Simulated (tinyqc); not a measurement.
Inside a calculation (part 1 of 3). Method: UHF in the sto-3g basis, for H3O+, spin multiplicity 1. Computed by tinyqc, a small Python program that keeps every step (integrals from PySCF). Settings: charge = 1, multiplicity = 1, basis = sto-3g, energy threshold = 1e-09, iteration cap = 68, orthogonalisation = canonical, start = Wolfsberg-Helmholz matrix, DIIS depth = 8, method = UHF, break = 0.2. Command: `OMP_NUM_THREADS=1 python tinyqc.py 25653 25654 out.jsonl` (the two numbers bound the seeds that draw the settings). One thread of a shared host (Intel(R) Xeon(R) Processor @ 2.60GHz), about 0.2 s of CPU time with the checks. Later iterations appear only in the table of the cycle.

## One-electron integrals

Geometry (angstrom):
```
atom          x          y         z
O      0.000000   0.000000  0.101000
H      1.201000   0.000000  0.000000
H     -0.601000   1.040000  0.000000
H     -0.601000  -1.040000  0.000000
```

Basis sto-3g: exponents (1/bohr^2) and contraction coefficients of normalised primitives:
```
element  l (shell)    exponent  coefficient
O            s (1)  130.709320     0.154329
O            s (1)   23.808861     0.535328
O            s (1)    6.443608     0.444635
O            s (2)    5.033151    -0.099967
O            s (2)    1.169596     0.399513
O            s (2)    0.380389     0.700115
O            p (3)    5.033151     0.155916
O            p (3)    1.169596     0.607684
O            p (3)    0.380389     0.391957
H            s (1)    3.425251     0.154329
H            s (1)    0.623914     0.535328
H            s (1)    0.168855     0.444635
```

Overlap, kinetic and nuclear-attraction integrals over the contracted functions; the nuclear repulsion is the sum of Za Zb / Rab.

nuclear repulsion = 11.29966364 hartree

overlap S, lower triangle:
```
           1O 1s     1O 2s     1O 2px     1O 2py     1O 2pz     2H 1s     3H 1s     4H 1s
1O 1s   1.000000
1O 2s   0.236704  1.000000
1O 2px  0.000000  0.000000   1.000000
1O 2py  0.000000  0.000000   0.000000   1.000000
1O 2pz  0.000000  0.000000   0.000000   0.000000   1.000000
2H 1s   0.029951  0.327919   0.299257   0.000000  -0.025167  1.000000
3H 1s   0.029939  0.327832  -0.149701   0.259050  -0.025158  0.104296  1.000000
4H 1s   0.029939  0.327832  -0.149701  -0.259050  -0.025158  0.104296  0.104397  1.000000
```

kinetic energy T (hartree), lower triangle:
```
            1O 1s     1O 2s     1O 2px     1O 2py     1O 2pz      2H 1s      3H 1s     4H 1s
1O 1s   29.003200
1O 2s   -0.168011  0.808128
1O 2px   0.000000  0.000000   2.528731
1O 2py   0.000000  0.000000   0.000000   2.528731
1O 2pz   0.000000  0.000000   0.000000   0.000000   2.528731
2H 1s   -0.008795  0.039745   0.130326   0.000000  -0.010960   0.760032
3H 1s   -0.008794  0.039704  -0.065169   0.112772  -0.010952  -0.010880   0.760032
4H 1s   -0.008794  0.039704  -0.065169  -0.112772  -0.010952  -0.010880  -0.010876  0.760032
```

nuclear attraction V (hartree), lower triangle:
```
             1O 1s       1O 2s      1O 2px      1O 2py      1O 2pz      2H 1s      3H 1s      4H 1s
1O 1s   -61.935526
1O 2s    -7.494835  -10.365752
1O 2px    0.000004    0.000053  -10.327278
1O 2py    0.000000    0.000000    0.000000  -10.327155
1O 2pz    0.002461    0.030530   -0.000001    0.000000  -10.222842
2H 1s    -0.968974   -2.543422   -2.037317    0.000000    0.177569  -5.199719
3H 1s    -0.968597   -2.542661    1.019128   -1.763504    0.177500  -0.627292  -5.199345
4H 1s    -0.968597   -2.542661    1.019128    1.763504    0.177500  -0.627292  -0.627770  -5.199345
```

core Hamiltonian H = T + V (hartree), lower triangle:
```
             1O 1s      1O 2s     1O 2px     1O 2py     1O 2pz      2H 1s      3H 1s      4H 1s
1O 1s   -32.932326
1O 2s    -7.662846  -9.557624
1O 2px    0.000004   0.000053  -7.798547
1O 2py    0.000000   0.000000   0.000000  -7.798423
1O 2pz    0.002461   0.030530  -0.000001   0.000000  -7.694110
2H 1s    -0.977770  -2.503676  -1.906991   0.000000   0.166609  -4.439687
3H 1s    -0.977391  -2.502957   0.953958  -1.650732   0.166548  -0.638172  -4.439313
4H 1s    -0.977391  -2.502957   0.953958   1.650732   0.166548  -0.638172  -0.638645  -4.439313
```

## Two-electron integrals

Functions are numbered as in S; the eight-fold symmetry (ij|kl) = (ji|kl) = (kl|ij) leaves the list below.

Two-electron integrals (ij|kl) in chemists' order, unique and non-zero (hartree):
```
(11|11) 4.785065    (21|11) 0.741380    (21|21) 0.136873    (22|11) 1.118947
(22|21) 0.256633    (22|22) 0.817206    (31|31) 0.024477    (32|31) 0.037809
(32|32) 0.180518    (33|11) 1.115814    (33|21) 0.256684    (33|22) 0.817023
(33|33) 0.880159    (41|41) 0.024477    (42|41) 0.037809    (42|42) 0.180518
(43|43) 0.047444    (44|11) 1.115814    (44|21) 0.256684    (44|22) 0.817023
(44|33) 0.785270    (44|44) 0.880159    (51|51) 0.024477    (52|51) 0.037809
(52|52) 0.180518    (53|53) 0.047444    (54|54) 0.047444    (55|11) 1.115814
(55|21) 0.256684    (55|22) 0.817023    (55|33) 0.785270    (55|44) 0.785270
(55|55) 0.880159    (61|11) 0.094829    (61|21) 0.017379    (61|22) 0.032444
(61|31) 0.000779    (61|32) 0.001474    (61|33) 0.032573    (61|44) 0.032382
(61|51) -0.000065   (61|52) -0.000124   (61|53) -0.000016   (61|55) 0.032383
(61|61) 0.002234    (62|11) 0.257966    (62|21) 0.060028    (62|22) 0.215066
(62|31) 0.004479    (62|32) 0.035943    (62|33) 0.222446    (62|44) 0.211229
(62|51) -0.000377   (62|52) -0.003023   (62|53) -0.000943   (62|55) 0.211308
(62|61) 0.007786    (62|62) 0.073372    (63|11) 0.196776    (63|21) 0.046340
(63|22) 0.177293    (63|31) 0.008938    (63|32) 0.063450    (63|33) 0.192640
(63|44) 0.169486    (63|51) -0.000252   (63|52) -0.002325   (63|53) -0.001339
(63|55) 0.169547    (63|61) 0.006243    (63|62) 0.073580    (63|63) 0.082825
(64|41) 0.005939    (64|42) 0.035800    (64|43) 0.007234    (64|54) -0.000608
(64|64) 0.009848    (65|11) -0.016548   (65|21) -0.003897   (65|22) -0.014910
(65|31) -0.000252   (65|32) -0.002325   (65|33) -0.014984   (65|44) -0.014253
(65|51) 0.005960    (65|52) 0.035995    (65|53) 0.007296    (65|55) -0.015475
(65|61) -0.000525   (65|62) -0.006188   (65|63) -0.006137   (65|65) 0.010364
(66|11) 0.432843    (66|21) 0.102316    (66|22) 0.422503    (66|31) 0.008892
(66|32) 0.100973    (66|33) 0.453396    (66|44) 0.406643    (66|51) -0.000748
(66|52) -0.008491   (66|53) -0.003932   (66|55) 0.406973    (66|61) 0.013346
(66|62) 0.191242    (66|63) 0.219028    (66|65) -0.018420   (66|66) 0.774606
(71|11) 0.094792    (71|21) 0.017372    (71|22) 0.032432    (71|31) -0.000390
(71|32) -0.000737   (71|33) 0.032417    (71|41) 0.000674    (71|42) 0.001275
(71|43) -0.000083   (71|44) 0.032512    (71|51) -0.000065   (71|52) -0.000124
(71|53) 0.000008    (71|54) -0.000014   (71|55) 0.032370    (71|61) 0.002194
(71|62) 0.007497    (71|63) 0.005677    (71|64) 0.000198    (71|65) -0.000506
(71|66) 0.012752    (71|71) 0.002232    (72|11) 0.257885    (72|21) 0.060009
(72|22) 0.215002    (72|31) -0.002240   (72|32) -0.017979   (72|33) 0.213973
(72|41) 0.003877    (72|42) 0.031111    (72|43) -0.004858   (72|44) 0.219573
(72|51) -0.000376   (72|52) -0.003021   (72|53) 0.000472    (72|54) -0.000816
(72|55) 0.211245    (72|61) 0.007497    (72|62) 0.055528    (72|63) 0.042951
(72|64) 0.006301    (72|65) -0.004530   (72|66) 0.113285    (72|71) 0.007781
(72|72) 0.073331    (73|11) -0.098430   (73|21) -0.023180   (73|22) -0.088685
(73|31) 0.006687    (73|32) 0.042708    (73|33) -0.093105   (73|41) -0.001299
(73|42) -0.011975   (73|43) 0.008144    (73|44) -0.088037   (73|51) 0.000126
(73|52) 0.001163    (73|53) -0.000791   (73|54) 0.000316    (73|55) -0.084811
(73|61) -0.002670   (73|62) -0.016036   (73|63) -0.005787   (73|64) -0.001384
(73|65) 0.001284    (73|66) -0.026981   (73|71) -0.003121   (73|72) -0.036797
(73|73) 0.028103    (74|11) 0.170328    (74|21) 0.040111    (74|22) 0.153465
(74|31) -0.001299   (74|32) -0.011975   (74|33) 0.148590    (74|41) 0.008184
(74|42) 0.056511    (74|43) -0.006876   (74|44) 0.164867    (74|51) -0.000218
(74|52) -0.002012   (74|53) 0.000316    (74|54) -0.001155   (74|55) 0.146761
(74|61) 0.005015    (74|62) 0.040342    (74|63) 0.031088    (74|64) 0.011379
(74|65) -0.003240   (74|66) 0.084138    (74|71) 0.005401    (74|72) 0.063675
(74|73) -0.031599   (74|74) 0.064524    (75|11) -0.016541   (75|21) -0.003895
(75|22) -0.014904   (75|31) 0.000126    (75|32) 0.001163    (75|33) -0.014430
(75|41) -0.000218   (75|42) -0.002012   (75|43) 0.000316    (75|44) -0.014795
(75|51) 0.005958    (75|52) 0.035983    (75|53) -0.003649   (75|54) 0.006315
(75|55) -0.015469   (75|61) -0.000506   (75|62) -0.004530   (75|63) -0.003447
(75|64) -0.000509   (75|65) 0.007450    (75|66) -0.009991   (75|71) -0.000525
(75|72) -0.006184   (75|73) 0.003069    (75|74) -0.005310   (75|75) 0.010358
(76|11) 0.060560    (76|21) 0.014209    (76|22) 0.054927    (76|31) 0.000427
(76|32) 0.004043    (76|33) 0.055278    (76|41) 0.000740    (76|42) 0.007007
(76|43) 0.000266    (76|44) 0.055585    (76|51) -0.000144   (76|52) -0.001361
(76|53) -0.000163   (76|54) -0.000282   (76|55) 0.053859    (76|61) 0.001816
(76|62) 0.017964    (76|63) 0.016959    (76|64) 0.001957    (76|65) -0.001711
(76|66) 0.047846    (76|71) 0.001816    (76|72) 0.017960    (76|73) -0.006790
(76|74) 0.015660    (76|75) -0.001711   (76|76) 0.005538    (77|11) 0.432787
(77|21) 0.102303    (77|22) 0.422455    (77|31) -0.004448   (77|32) -0.050513
(77|33) 0.418300    (77|41) 0.007697    (77|42) 0.087410    (77|43) -0.020250
(77|44) 0.441639    (77|51) -0.000747   (77|52) -0.008489   (77|53) 0.001967
(77|54) -0.003403   (77|55) 0.406928    (77|61) 0.012756    (77|62) 0.113306
(77|63) 0.086361    (77|64) 0.018740    (77|65) -0.009993   (77|66) 0.253707
(77|71) 0.013339    (77|72) 0.191178    (77|73) -0.109558   (77|74) 0.189585
(77|75) -0.018412   (77|76) 0.047846    (77|77) 0.774606    (81|11) 0.094792
(81|21) 0.017372    (81|22) 0.032432    (81|31) -0.000390   (81|32) -0.000737
(81|33) 0.032417    (81|41) -0.000674   (81|42) -0.001275   (81|43) 0.000083
(81|44) 0.032512    (81|51) -0.000065   (81|52) -0.000124   (81|53) 0.000008
(81|54) 0.000014    (81|55) 0.032370    (81|61) 0.002194    (81|62) 0.007497
(81|63) 0.005677    (81|64) -0.000198   (81|65) -0.000506   (81|66) 0.012752
(81|71) 0.002193    (81|72) 0.007494    (81|73) -0.003011   (81|74) 0.004815
(81|75) -0.000506   (81|76) 0.001762    (81|77) 0.012751    (81|81) 0.002232
(82|11) 0.257885    (82|21) 0.060009    (82|22) 0.215002    (82|31) -0.002240
(82|32) -0.017979   (82|33) 0.213973    (82|41) -0.003877   (82|42) -0.031111
(82|43) 0.004858    (82|44) 0.219573    (82|51) -0.000376   (82|52) -0.003021
(82|53) 0.000472    (82|54) 0.000816    (82|55) 0.211245    (82|61) 0.007497
(82|62) 0.055528    (82|63) 0.042951    (82|64) -0.006301   (82|65) -0.004530
(82|66) 0.113285    (82|71) 0.007494    (82|72) 0.055520    (82|73) -0.026951
(82|74) 0.034035    (82|75) -0.004529   (82|76) 0.013978    (82|77) 0.113299
(82|81) 0.007781    (82|82) 0.073331    (83|11) -0.098430   (83|21) -0.023180
(83|22) -0.088685   (83|31) 0.006687    (83|32) 0.042708    (83|33) -0.093105
(83|41) 0.001299    (83|42) 0.011975    (83|43) -0.008144   (83|44) -0.088037
(83|51) 0.000126    (83|52) 0.001163    (83|53) -0.000791   (83|54) -0.000316
(83|55) -0.084811   (83|61) -0.002670   (83|62) -0.016036   (83|63) -0.005787
(83|64) 0.001384    (83|65) 0.001284    (83|66) -0.026981   (83|71) -0.003011
(83|72) -0.026951   (83|73) 0.019974    (83|74) -0.016245   (83|75) 0.002166
(83|76) -0.005180   (83|77) -0.059459   (83|81) -0.003121   (83|82) -0.036797
(83|83) 0.028103    (84|11) -0.170328   (84|21) -0.040111   (84|22) -0.153465
(84|31) 0.001299    (84|32) 0.011975    (84|33) -0.148590   (84|41) 0.008184
(84|42) 0.056511    (84|43) -0.006876   (84|44) -0.164867   (84|51) 0.000218
(84|52) 0.002012    (84|53) -0.000316   (84|54) -0.001155   (84|55) -0.146761
(84|61) -0.005015   (84|62) -0.040342   (84|63) -0.031088   (84|64) 0.011379
(84|65) 0.003240    (84|66) -0.084138   (84|71) -0.004815   (84|72) -0.034035
(84|73) 0.016245    (84|74) -0.014340   (84|75) 0.002730    (84|76) -0.008961
(84|77) -0.065404   (84|81) -0.005401   (84|82) -0.063675   (84|83) 0.031599
(84|84) 0.064524    (85|11) -0.016541   (85|21) -0.003895   (85|22) -0.014904
(85|31) 0.000126    (85|32) 0.001163    (85|33) -0.014430   (85|41) 0.000218
(85|42) 0.002012    (85|43) -0.000316   (85|44) -0.014795   (85|51) 0.005958
(85|52) 0.035983    (85|53) -0.003649   (85|54) -0.006315   (85|55) -0.015469
(85|61) -0.000506   (85|62) -0.004530   (85|63) -0.003447   (85|64) 0.000509
(85|65) 0.007450    (85|66) -0.009991   (85|71) -0.000506   (85|72) -0.004529
(85|73) 0.002166    (85|74) -0.002730   (85|75) 0.007449    (85|76) -0.001282
(85|77) -0.009992   (85|81) -0.000525   (85|82) -0.006184   (85|83) 0.003069
(85|84) 0.005310    (85|85) 0.010358    (86|11) 0.060560    (86|21) 0.014209
(86|22) 0.054927    (86|31) 0.000427    (86|32) 0.004043    (86|33) 0.055278
(86|41) -0.000740   (86|42) -0.007007   (86|43) -0.000266   (86|44) 0.055585
(86|51) -0.000144   (86|52) -0.001361   (86|53) -0.000163   (86|54) 0.000282
(86|55) 0.053859    (86|61) 0.001816    (86|62) 0.017964    (86|63) 0.016959
(86|64) -0.001957   (86|65) -0.001711   (86|66) 0.047846    (86|71) 0.001762
(86|72) 0.013978    (86|73) -0.005180   (86|74) 0.008961    (86|75) -0.001282
(86|76) 0.004337    (86|77) 0.029479    (86|81) 0.001816    (86|82) 0.017960
(86|83) -0.006790   (86|84) -0.015660   (86|85) -0.001711   (86|86) 0.005538
(87|11) 0.060601    (87|21) 0.014218    (87|22) 0.054969    (87|31) -0.000855
(87|32) -0.008103   (87|33) 0.055783    (87|44) 0.055164    (87|51) -0.000144
(87|52) -0.001362   (87|53) 0.000326    (87|55) 0.053899    (87|61) 0.001764
(87|62) 0.013991    (87|63) 0.010358    (87|65) -0.001283   (87|66) 0.029501
(87|71) 0.001817    (87|72) 0.017976    (87|73) -0.010190   (87|74) 0.013716
(87|75) -0.001712   (87|76) 0.004340    (87|77) 0.047899    (87|81) 0.001817
(87|82) 0.017976    (87|83) -0.010190   (87|84) -0.013716   (87|85) -0.001712
(87|86) 0.004340    (87|87) 0.005549    (88|11) 0.432787    (88|21) 0.102303
(88|22) 0.422455    (88|31) -0.004448   (88|32) -0.050513   (88|33) 0.418300
(88|41) -0.007697   (88|42) -0.087410   (88|43) 0.020250    (88|44) 0.441639
(88|51) -0.000747   (88|52) -0.008489   (88|53) 0.001967    (88|54) 0.003403
(88|55) 0.406928    (88|61) 0.012756    (88|62) 0.113306    (88|63) 0.086361
(88|64) -0.018740   (88|65) -0.009993   (88|66) 0.253707    (88|71) 0.012751
(88|72) 0.113299    (88|73) -0.059459   (88|74) 0.065404    (88|75) -0.009992
(88|76) 0.029479    (88|77) 0.253776    (88|81) 0.013339    (88|82) 0.191178
(88|83) -0.109558   (88|84) -0.189585   (88|85) -0.018412   (88|86) 0.047846
(88|87) 0.047899    (88|88) 0.774606
```

## Orthogonalisation

S = U s U^T; canonical form X = U s^(-1/2), so that X^T S X = 1. Each column of U has its largest component positive (the first on a tie).

eigenvalues of S: 0.480428  0.577608  0.577749  0.979997  1.013944  1.317854  1.318130  1.734291

X:
```
                1          2          3          4          5          6          7          8
1O 1s   -0.417995   0.000133   0.000000   0.714346   0.587188   0.000000   0.000104   0.195638
1O 2s    1.099816  -0.000253   0.000000   0.004913   0.087745   0.000000   0.000126   0.486838
1O 2px   0.000158   0.862416   0.000000  -0.000085  -0.000068   0.000000   0.657824  -0.000072
1O 2py   0.000000   0.000000   0.862179   0.000000   0.000000   0.657969   0.000000   0.000000
1O 2pz  -0.069788   0.000010   0.000000  -0.649102   0.758225   0.000000  -0.000007  -0.032521
2H 1s   -0.480717  -0.811236   0.000000  -0.172062  -0.140113   0.000000   0.466106   0.316350
3H 1s   -0.480209   0.405841  -0.702674  -0.171985  -0.140042   0.403663  -0.233091   0.316373
4H 1s   -0.480209   0.405841   0.702674  -0.171985  -0.140042  -0.403663  -0.233091   0.316373
```

## Starting guess

The start is the generalised Wolfsberg-Helmholz matrix (K = 1.75) built on H, with HOMO and LUMO mixed by +/-0.2 rad for the two spins; D(s) = C_occ C_occ^T for each spin.

D(alpha) at the start, lower triangle:
```
            1O 1s      1O 2s     1O 2px     1O 2py     1O 2pz     2H 1s      3H 1s     4H 1s
1O 1s    1.030734
1O 2s   -0.132013   0.611242
1O 2px  -0.000001   0.000001   0.791405
1O 2py   0.002006  -0.007214  -0.000001   0.806775
1O 2pz  -0.006813   0.024536   0.000001  -0.120562   0.959090
2H 1s   -0.055531   0.149970   0.174627  -0.000124  -0.007142  0.076044
3H 1s   -0.058068   0.159116  -0.087336   0.131682   0.146883  0.018381   0.101092
4H 1s   -0.052943   0.140685  -0.087337  -0.131929  -0.161155  0.018065  -0.006546  0.100459
```

D(beta) at the start, lower triangle:
```
            1O 1s     1O 2s     1O 2px     1O 2py     1O 2pz     2H 1s      3H 1s     4H 1s
1O 1s    1.030734
1O 2s   -0.132013  0.611242
1O 2px  -0.000001  0.000001   0.791405
1O 2py  -0.002006  0.007214   0.000001   0.806775
1O 2pz  -0.006813  0.024536   0.000001   0.120562   0.959090
2H 1s   -0.055531  0.149970   0.174627   0.000124  -0.007142  0.076044
3H 1s   -0.052943  0.140685  -0.087337   0.131929  -0.161155  0.018065   0.100459
4H 1s   -0.058068  0.159116  -0.087336  -0.131682   0.146883  0.018381  -0.006546  0.101092
```

## Iteration 1: building the Fock matrix

J_ij = sum D_kl (ij|kl) with D = D(alpha) + D(beta), K_ij = sum D_kl (ik|jl) for each spin; F = H + J - K(s); E = tr D H + tr D J / 2 - 0.5 sum_s tr D(s) K(s) + E_nn.

Coulomb J (hartree), lower triangle:
```
            1O 1s      1O 2s     1O 2px     1O 2py     1O 2pz     2H 1s     3H 1s     4H 1s
1O 1s   17.583158
1O 2s    3.328696   8.304130
1O 2px  -0.000155  -0.002349   8.300079
1O 2py   0.000000   0.000000   0.000000   8.302790
1O 2pz   0.000973  -0.001185   0.000113   0.000000   8.286429
2H 1s    0.423023   2.149097   1.758416   0.000000  -0.148481  4.238265
3H 1s    0.422872   2.150849  -0.881989   1.525448  -0.148693  0.546190  4.256094
4H 1s    0.422872   2.150849  -0.881989  -1.525448  -0.148693  0.546190  0.547164  4.256094
```

exchange K(alpha) (hartree), lower triangle:
```
            1O 1s      1O 2s     1O 2px     1O 2py     1O 2pz     2H 1s     3H 1s     4H 1s
1O 1s    4.868212
1O 2s    0.853205   1.266946
1O 2px   0.000048   0.000167   1.063512
1O 2py  -0.000032  -0.004344  -0.000242   1.067537
1O 2pz  -0.000713   0.006232   0.000020  -0.053312   1.087087
2H 1s    0.111298   0.398061   0.308934  -0.000186  -0.023606  0.329846
3H 1s    0.111023   0.399482  -0.155200   0.266382   0.012596  0.095571  0.339322
4H 1s    0.111332   0.396980  -0.155095  -0.266571  -0.060008  0.096221  0.093557  0.342171
```

exchange K(beta) (hartree), lower triangle:
```
            1O 1s     1O 2s     1O 2px     1O 2py     1O 2pz     2H 1s     3H 1s     4H 1s
1O 1s    4.868212
1O 2s    0.853205  1.266946
1O 2px   0.000048  0.000167   1.063512
1O 2py   0.000032  0.004344   0.000242   1.067537
1O 2pz  -0.000713  0.006232   0.000020   0.053312   1.087087
2H 1s    0.111298  0.398061   0.308934   0.000186  -0.023606  0.329846
3H 1s    0.111332  0.396980  -0.155095   0.266571  -0.060008  0.096221  0.342171
4H 1s    0.111023  0.399482  -0.155200  -0.266382   0.012596  0.095571  0.093557  0.339322
```

F(alpha) (hartree), lower triangle:
```
             1O 1s      1O 2s     1O 2px     1O 2py     1O 2pz      2H 1s      3H 1s      4H 1s
1O 1s   -20.217381
1O 2s    -5.187356  -2.520440
1O 2px   -0.000198  -0.002463  -0.561980
1O 2py    0.000032   0.004344   0.000242  -0.563171
1O 2pz    0.004147   0.023112   0.000092   0.053312  -0.494768
2H 1s    -0.666045  -0.752640  -0.457509   0.000186   0.041734  -0.531268
3H 1s    -0.665542  -0.751590   0.227170  -0.391666   0.005260  -0.187554  -0.522541
4H 1s    -0.665851  -0.749088   0.227064   0.391855   0.077864  -0.188203  -0.185038  -0.525390
```

F(beta) (hartree), lower triangle:
```
             1O 1s      1O 2s     1O 2px     1O 2py     1O 2pz      2H 1s      3H 1s      4H 1s
1O 1s   -20.217381
1O 2s    -5.187356  -2.520440
1O 2px   -0.000198  -0.002463  -0.561980
1O 2py   -0.000032  -0.004344  -0.000242  -0.563171
1O 2pz    0.004147   0.023112   0.000092  -0.053312  -0.494768
2H 1s    -0.666045  -0.752640  -0.457509  -0.000186   0.041734  -0.531268
3H 1s    -0.665851  -0.749088   0.227064  -0.391855   0.077864  -0.188203  -0.525390
4H 1s    -0.665542  -0.751590   0.227170   0.391666   0.005260  -0.187554  -0.185038  -0.522541
```

total energy of this density = -74.85450427 hartree
